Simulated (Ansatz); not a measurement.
**One shape, several levels: singlet [N2H3]+**

Aim: a comparison of 4 runs (BHLYP/def2-TZVP, r2SCAN/def2-TZVP, wB97M-V/def2-TZVP, CCSD(T)/def2-TZVP) of singlet [N2H3]+. 

Program for the calculation: Ansatz 0.2.0.

28 further runs of the same task are left out: 28 set aside as unsound or not needed.

## Step 1: The structure to begin with

[N2H3]+: 5 atoms, total charge +1, spin state singlet. SMILES of the parent species: `[NH]N`. The coordinates come from a PBE0-D4/def2-TZVP relaxation. This is one conformer, not always the lowest. That shape belongs to the parent species and isn't relaxed for this state.

Bond lengths: N1–N2 1.338 Å, N1–H3 1.021 Å, N2–H4 1.008 Å, N2–H5 1.012 Å. Angles: N1–N2–H4 113.9°, N1–N2–H5 120.9°, N2–N1–H3 106.1°, H4–N2–H5 114.6°.

## Step 2: The energy at BHLYP/def2-TZVP (run 1)

input.yaml reads:

```yaml
crystal:
  periodic: [false, false, false]
  atoms:
    - {symbol: N, position_ang: [-0.187600, -0.818050, 0.454040]}
    - {symbol: N, position_ang: [-0.128660, 0.235610, -0.368450]}
    - {symbol: H, position_ang: [0.759840, -0.951450, 0.811270]}
    - {symbol: H, position_ang: [-1.030950, 0.592300, -0.640030]}
    - {symbol: H, position_ang: [0.587360, 0.941580, -0.256830]}
basis:
  gaussian:
    orbitals: def2-TZVP
total_charge: 1
magnetization:
  spin_polarized: false
hamiltonian:
  xc: {name: BHLYP}
accuracy: high
output: {orbitals: {seedname: orbitals}}
```

Run with:

```bash
$ ansatz run input.yaml --threads 1 --pin off --max-ram 3480MiB --events-out events.jsonl --progress --plain --runs-dir runs
```

Log:

```text
Warning: RAYON_NUM_THREADS=1 ignored (pool sized by the plan → 1); use --threads N
Functional definition: BHLYP
  name "BHLYP"
  parameter a = 0.5
  exchange = (1 - a)*b88_x + a*exact_x
  correlation = lyp_c
1425 factors; integrals over basis functions are off by at most 3.0e-9 eV
mean field evaluation 1: about -3013.4943 eV, gradient 4.7e1 eV
mean field evaluation 2: about -3015.3144 eV, gradient 3.5e1 eV
mean field evaluation 4: about -3017.6616 eV, gradient 2.3e0 eV
mean field evaluation 8: about -3017.6700 eV, gradient 7.8e-2 eV
mean field evaluation 16: about -3017.6700 eV, gradient 2.1e-5 eV
mean field -3017.66999365 eV, -110.8973268166 hartree, gradient 6.7e-8 eV, S^2 0.000000; 0 other end points of the search recorded, 0 dependent functions left out
reference -3017.67001218 eV, -110.8973274975 hartree; 8, 8 occupied and 72, 72 virtual orbitals, 1425 factors
Total energy: -3017.67001218 eV, -110.8973274975 hartree
```

It took 2.8 s on 1 thread of Arm Neoverse V1, shared host; peak memory 0.16 GiB.

## Step 3: The energy at r2SCAN/def2-TZVP (run 2)

molecule.yaml reads:

```yaml
crystal:
  periodic: [false, false, false]
  atoms:
    - {symbol: N, position_ang: [-0.187600, -0.818050, 0.454040]}
    - {symbol: N, position_ang: [-0.128660, 0.235610, -0.368450]}
    - {symbol: H, position_ang: [0.759840, -0.951450, 0.811270]}
    - {symbol: H, position_ang: [-1.030950, 0.592300, -0.640030]}
    - {symbol: H, position_ang: [0.587360, 0.941580, -0.256830]}
basis:
  gaussian:
    orbitals: def2-TZVP
total_charge: 1
hamiltonian:
  xc: {name: r2SCAN}
accuracy: high
output: {orbitals: {seedname: orbitals}}
```

Run with:

```bash
$ ansatz run molecule.yaml --threads 1 --pin off --max-ram 3480MiB --events-out events.jsonl --progress --plain --runs-dir runs
```

Log:

```text
Warning: RAYON_NUM_THREADS=1 ignored (pool sized by the plan → 1); use --threads N
Functional definition: r2SCAN
  name "r2SCAN"
  parameter k0 = 0.174
  parameter k1 = 0.065
  parameter a1 = 4.9479
  exchange = r2scan_x(k0 = k0, k1 = k1, a1 = a1)
  correlation = r2scan_c
1425 factors; integrals over basis functions are off by at most 3.0e-9 eV
mean field evaluation 1: about -3010.4601 eV, gradient 6.3e1 eV
mean field evaluation 2: about -3007.1751 eV, gradient 7.2e1 eV
mean field evaluation 4: about -3017.8682 eV, gradient 4.3e0 eV
mean field evaluation 8: about -3017.9036 eV, gradient 1.3e-1 eV
mean field evaluation 16: about -3017.9037 eV, gradient 5.1e-6 eV
mean field -3017.90366670 eV, -110.9059141428 hartree, gradient 4.8e-8 eV, S^2 0.000000; 0 other end points of the search recorded, 0 dependent functions left out
reference -3017.90366724 eV, -110.9059141626 hartree; 8, 8 occupied and 72, 72 virtual orbitals, 1425 factors
Total energy: -3017.90366724 eV, -110.9059141626 hartree
```

Run time: 4.5 s. Hardware: 1 thread of Arm Neoverse V1, shared host; peak memory 0.17 GiB.

## Step 4: A single-point energy at wB97M-V/def2-TZVP (run 3)

run.yaml reads:

```yaml
crystal:
  periodic: [false, false, false]
  atoms:
    - {symbol: N, position_ang: [-0.187600, -0.818050, 0.454040]}
    - {symbol: N, position_ang: [-0.128660, 0.235610, -0.368450]}
    - {symbol: H, position_ang: [0.759840, -0.951450, 0.811270]}
    - {symbol: H, position_ang: [-1.030950, 0.592300, -0.640030]}
    - {symbol: H, position_ang: [0.587360, 0.941580, -0.256830]}
basis:
  gaussian: {orbitals: def2-TZVP}
total_charge: 1
magnetization: {spin_polarized: false}
hamiltonian: {xc: {name: wB97M-V}}
accuracy: high
output: {orbitals: {seedname: orbitals}}
```

Run with:

```bash
$ ansatz run run.yaml --threads 1 --pin off --max-ram 3480MiB --events-out events.jsonl --progress --plain --runs-dir runs
```

Log:

```text
Warning: RAYON_NUM_THREADS=1 ignored (pool sized by the plan → 1); use --threads N
Functional definition: wB97M-V
  name "wB97M-V"
  parameter omega = 0.3/bohr
  parameter cx = 0.15
  parameter cx01 = 1.007
  parameter cx10 = 0.259
  parameter css00 = 0.443
  parameter css04 = -1.437
  parameter css10 = -4.535
  parameter css20 = -3.390
  parameter css43 = 4.278
  parameter cos00 = 1.000
  parameter cos10 = 1.358
  parameter cos20 = 2.924
  parameter cos21 = -8.812
  parameter cos60 = -1.390
  parameter cos61 = 9.142
  parameter b = 6.0
  parameter c = 0.01
  gx(w, u) = 1 - cx + cx01*u + cx10*w
  gss(w, u) = css00 + css04*u^4 + css10*w + css20*w^2 + css43*w^4*u^3
  gos(w, u) = cos00 + cos10*w + (cos20 + cos21*u)*w^2 + (cos60 + cos61*u)*w^6
  exchange = spin_sum(e_x_unif_sr(omega)*gx(b97_w, b97_u_x)) + cx*exact_x_sr(omega) + exact_x_lr(omega)
  correlation = spin_sum(e_c_pw_mod_same_spin*gss(b97_w, b97_u_same))
      + integral(e_c_pw_mod_opposite_spin*gos(b97_w_opposite, b97_u_opposite)) + vv10(b, c)
1425 factors; integrals over basis functions are off by at most 3.0e-9 eV
217 factors; integrals over basis functions are off by at most 2.7e-9 eV
mean field evaluation 1: about -3014.7441 eV, gradient 4.5e1 eV
mean field evaluation 2: about -3016.8802 eV, gradient 3.0e1 eV
mean field evaluation 4: about -3018.4549 eV, gradient 2.1e0 eV
mean field evaluation 8: about -3018.4614 eV, gradient 4.4e-2 eV
mean field evaluation 16: about -3018.4614 eV, gradient 2.2e-5 eV
mean field -3018.46142394 eV, -110.9264113431 hartree, gradient 8.4e-8 eV, S^2 0.000000; 0 other end points of the search recorded, 0 dependent functions left out
reference -3018.46142705 eV, -110.9264114575 hartree; 8, 8 occupied and 72, 72 virtual orbitals, 1425 factors
Total energy: -3018.46142705 eV, -110.9264114575 hartree
```

Wall time 18 s (1 thread of Arm Neoverse V1, shared host); peak memory 0.28 GiB.

## Step 5: A single-point energy at CCSD(T)/def2-TZVP (run 4)

input.yaml reads:

```yaml
crystal:
  periodic: [false, false, false]
  atoms:
    - {symbol: "N", position_ang: [-0.187600, -0.818050, 0.454040]}
    - {symbol: N, position_ang: [-0.128660, 0.235610, -0.368450]}
    - {symbol: H, position_ang: [0.759840, -0.951450, 0.811270]}
    - {symbol: H, position_ang: [-1.030950, 0.592300, -0.640030]}
    - {symbol: H, position_ang: [0.587360, 0.941580, -0.256830]}
basis:
  gaussian: {orbitals: def2-TZVP}
total_charge: 1
correlation: {method: ccsd_t, frozen_orbitals: {H: 0, "N": 1}}
scf: {omitted_lower_state_checks: [cluster_reference, increment]}
accuracy: high
```

Run with:

```bash
$ ansatz run input.yaml --threads 1 --pin off --max-ram 3480MiB --events-out events.jsonl --progress --plain --runs-dir runs
```

Log:

```text
Warning: RAYON_NUM_THREADS=1 ignored (pool sized by the plan → 1); use --threads N
Functional definition: HF
  name "HF"
  exchange = exact_x
  correlation = 0
these checks for a lower state are left out or cut short: cluster_reference, increment
1425 factors; integrals over basis functions are off by at most 3.0e-9 eV
mean field evaluation 1: about -3000.1306 eV, gradient 3.0e1 eV
mean field evaluation 2: about -3000.1319 eV, gradient 3.0e1 eV
mean field evaluation 4: about -3002.0273 eV, gradient 2.2e0 eV
mean field evaluation 8: about -3002.0555 eV, gradient 2.1e-1 eV
mean field -3002.05594411 eV, -110.3235210793 hartree, gradient 1.8e-8 eV, S^2 0.000000; 0 other end points of the search recorded, 0 dependent functions left out; unrestricted orbitals would lower it
2 core orbitals not correlated: weight in the atoms' cores, before any rotation towards them, 1.000 or more for the frozen orbitals, at most 0.000 for the correlated occupied ones
reference -3002.05594411 eV, -110.3235210793 hartree; 6, 6 occupied and 72, 72 virtual orbitals, 1425 factors
second order -10.84135034 eV of doubles, -0.00000000 eV of singles
cycle   1  -10.81653854 eV  change    2.5e-2 eV  update   1.0e-1
cycle   2  -11.20599759 eV  change   -3.9e-1 eV  update   3.5e-2
cycle   3  -11.34199985 eV  change   -1.4e-1 eV  update   2.3e-2
cycle   4  -11.32759628 eV  change    1.4e-2 eV  update   7.0e-3
cycle   5  -11.32894424 eV  change   -1.3e-3 eV  update   3.2e-3
cycle   6  -11.32873402 eV  change    2.1e-4 eV  update   7.6e-4
cycle   7  -11.32832896 eV  change    4.1e-4 eV  update   2.5e-4
cycle   8  -11.32835583 eV  change   -2.7e-5 eV  update   1.0e-4
cycle   9  -11.32832680 eV  change    2.9e-5 eV  update   5.1e-5
cycle  10  -11.32831903 eV  change    7.8e-6 eV  update   2.9e-5
cycle  11  -11.32835584 eV  change   -3.7e-5 eV  update   1.4e-5
cycle  12  -11.32834605 eV  change    9.8e-6 eV  update   5.7e-6
cycle  13  -11.32834835 eV  change   -2.3e-6 eV  update   2.2e-6
cycle  14  -11.32834470 eV  change    3.7e-6 eV  update   8.4e-7
cycle  15  -11.32834400 eV  change    7.0e-7 eV  update   2.0e-7
cycle  16  -11.32834426 eV  change   -2.6e-7 eV  update   8.1e-8
cycle  17  -11.32834432 eV  change   -6.5e-8 eV  update   4.4e-8
cycle  18  -11.32834429 eV  change    2.8e-8 eV  update   3.6e-8
cycle  19  -11.32834517 eV  change   -8.7e-7 eV  update   1.6e-7
cycle  20  -11.32834518 eV  change   -1.6e-8 eV  update   5.5e-8
cycle  21  -11.32834528 eV  change   -9.3e-8 eV  update   2.1e-8
cycle  22  -11.32834529 eV  change   -1.4e-8 eV  update   7.7e-9
cycle  23  -11.32834529 eV  change   -3.0e-9 eV  update   2.7e-9
cycle  24  -11.32834530 eV  change   -2.4e-9 eV  update   1.5e-9
cycle  25  -11.32834530 eV  change  -7.9e-10 eV  update  8.0e-10
perturbative correction -0.54498678 eV, -0.0200278947 hartree
Total energy: -3013.92927618 eV, -110.7598579850 hartree
Checks for a lower state left out: cluster_reference, increment
```

Wall time 6.3 s (1 thread of Arm Neoverse V1, shared host); peak memory 0.42 GiB.

## Step 6: All runs side by side

| run | level | frozen core orbitals | energy (Eh) | HOMO energy (eV) | LUMO energy (eV) | HOMO–LUMO gap (eV) | wall time |
| --- | --- | --- | --- | --- | --- | --- | --- |
| 1 | BHLYP/def2-TZVP | – | -110.897327 | -19.38 | -9.97 | 9.40 | 2.8 s |
| 2 | r2SCAN/def2-TZVP | – | -110.905914 | -16.17 | -12.53 | 3.64 | 4.5 s |
| 3 | wB97M-V/def2-TZVP | – | -110.926411 | -20.06 | -8.80 | 11.25 | 18 s |
| 4 | CCSD(T)/def2-TZVP | 2 | -110.759858 | – | – | – | 6.3 s |

## Step 7: Summary of results

| quantity | value |
| --- | --- |
| run 4: total energy | -110.75986 Eh |
| run 4: correlation energy (2 core orbitals frozen) | -436.3 mEh |
| run 4: (T) correction | -20.03 mEh |
| run 4: T1 diagnostic | 0.026 |

**Reading.** Over runs 1, 2, 3 the HOMO–LUMO gap runs from 3.64 eV (r2SCAN/def2-TZVP) to 11.25 eV (wB97M-V/def2-TZVP). Totals of different functionals can't be ranked against each other. In run 4 the log says that unrestricted orbitals would lower the reference, so the values rest on an unstable closed-shell determinant (other closed-shell runs at this shape may share the fault). All runs together took 32 s, the longest 18 s.
